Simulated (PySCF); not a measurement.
CH₄S, charge +1, multiplicity 2. Atoms are numbered in the order given.

```xyz
6

C      0.0120    -1.1207     0.0000
S     -0.0907     0.6382     0.0000
H      0.5714    -1.4427     0.8887
H     -1.0016    -1.5187     0.0000
H      0.5714    -1.4427    -0.8887
H      1.2382     0.9165     0.0000
```
Charge +1, spin multiplicity 2.

Coordinates come from a PBE0-D3(BJ)/def2-TZVP optimisation. The spin state was assumed, not searched.

Computed with PySCF with PBE/def2-TZVPD.

Mulliken values depend strongly on the basis, most of all with diffuse functions as here. ESP charges are fitted to the potential on shells at 1.4 to 2.0 van der Waals radii. Atomic charges (e):

```
atom  Mulliken  ESP fit  meta-Löwdin  Mulliken spin
----  --------  -------  -----------  -------------
C1       -0.48    -0.47        -0.42          -0.04
S2        0.30     0.48         0.62           0.95
H3        0.32     0.25         0.21           0.06
H4        0.26     0.28         0.20           0.00
H5        0.32     0.25         0.21           0.06
H6        0.29     0.21         0.17          -0.02
```
